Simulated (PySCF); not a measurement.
Bonds broken one at a time in the series B F-Br. All species are isolated molecules in the gas phase. Strings in code marks are SMILES.

Computed with PBE0-D4/def2-TZVP (PySCF). 

```tsv
species	dipole moment (D)
whole molecule (`FB(F)F`)	0.00
radical fragment (`F[B]F`)	0.27
radical fragment (`F[B]Br`)	0.09
radical fragment (`[Br]`)	0.00
whole molecule (`FB(Br)Br`)	0.32
whole molecule (`BrB(Br)Br`)	0.00
```
